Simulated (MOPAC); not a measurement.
**AlH2O (SMILES [O][AlH2]) at PM6-D3H4**

Wanted: a geometry optimisation of AlH2O. 

The calculation is run with MOPAC 23.2.5.

10 further runs of the same task are left out: 2 that didn't finish, 8 set aside as unsound or not needed.

## Step 1: The molecule

AlH2O has 4 atoms, charge 0, and is taken as a doublet. SMILES: `[O][AlH2]`. All atoms were displaced at random from a relaxed shape. The run starts from this shape.

Bond lengths: O1–Al2 1.740 Å, Al2–H3 1.562 Å, Al2–H4 1.594 Å. Angles: O1–Al2–H3 115.9°, O1–Al2–H4 115.6°, H3–Al2–H4 128.6°.

## Step 2: A geometry optimisation at PM6-D3H4

mol.mop reads:

```
PM6-D3H4 GNORM=0.01 BONDS DISP DOUBLET PRECISE CYCLES=300 AUX(PRECISION=6) T=10M THREADS=1
optimise of AlH2O

O      0.061207    -0.868306     1.406274
Al    -0.006031     0.031341    -0.081369
H     -1.157060    -0.359404    -1.062858
H      1.139117     1.122522    -0.277492
```

Launch:

```console
mopac mol.mop
```

Q: Predict the results. Wanted: total energy at the end; dipole moment; HOMO energy; LUMO energy; dispersion energy; heat of formation; ⟨S²⟩.

Answer, from the run:

At PM6-D3H4:

| quantity | value |
| --- | --- |
| total energy at the end | -13.45748 Eh |
| dipole moment | 1.60 D |
| HOMO energy (over α and β) | -10.61 eV |
| LUMO energy (over α and β) | -1.67 eV |
| dispersion energy | -0.84 kJ/mol |
| heat of formation | 46.7 kcal/mol |
| ⟨S²⟩ | 0.767 |

At the final geometry: Bond lengths: O1–Al2 1.729 Å, Al2–H3 1.563 Å, Al2–H4 1.563 Å. Angles: O1–Al2–H3 115.7°, O1–Al2–H4 115.7°, H3–Al2–H4 128.6°. The optimisation took 11 steps and changed the energy by -0.014 eV.
